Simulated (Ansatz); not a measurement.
**CH2Al+ (triplet): wave-function methods side by side, def2-TZVPP**

The task here is to estimate one member of a computed series from the others.

Computed with Ansatz 0.2.0, Gaussian basis. Level: def2-TZVPP, core rule «outside noble gas», up to 6 orbitals frozen.

The runs, in order: UHF; ROHF; CCSD(T) on UHF.

2 further runs of the same task are left out: 2 set aside as unsound or not needed.

## The geometry

The geometry is a PBE0/def2-TZVP stationary point (not a proven minimum) of the parent state, kept for this charge and spin.

4 atoms, charge 1, spin multiplicity 3.

Atoms are counted from 1 here; the program's logs count them from 0.

Bond lengths: Al1–C2 1.970 Å, Al1–H3 1.584 Å, Al1–H4 1.584 Å. Angles: C2–Al1–H3 117.4°, C2–Al1–H4 117.4°, H3–Al1–H4 125.1°.

As a file:

```
Al    0.0000    0.0000    0.5411
C     0.0000    0.0000   -1.4289
H     0.0000    1.4055    1.2709
H     0.0000   -1.4055    1.2709
```

The first run:

File in.yaml:

```yaml
crystal:
  periodic: [false, false, false]
  atoms:
    - {symbol: Al, position_ang: [0.000000, 0.000000, 0.541126]}
    - {symbol: C, position_ang: [0.000000, 0.000000, -1.428933]}
    - {symbol: H, position_ang: [0.000000, 1.405499, 1.270943]}
    - {symbol: H, position_ang: [0.000000, -1.405499, 1.270943]}
basis:
  gaussian: {orbitals: def2-TZVPP}
total_charge: 1
magnetization: {spin_polarized: true, initial_magnetization: 2}
hamiltonian: {xc: hf}
output: {orbitals: {seedname: orbitals}}
```

Started as:

```sh
$ ansatz run in.yaml --threads 1 --pin off --events-out ev --progress --plain --max-ram 4096MiB --backend cpu
```

Among the steps run: UHF; ROHF; CCSD(T) on UHF.

One of the session's tables, all rows but one given; the rest of the session is left out.

| method | from UCCSD(T) (kcal/mol) |
| --- | --- |
| ROHF | +111.96 |
| UHF | +109.57 |
| UMP2 | ? |
| UCCSD | +3.12 |
| UCCSD(T) | 0 |

Estimate the missing values for UMP2.

**Answer.** from UCCSD(T) (kcal/mol): +26.73. In the column «from UCCSD(T) (kcal/mol)» it lies between UCCSD (+3.12) and UHF (+109.57).
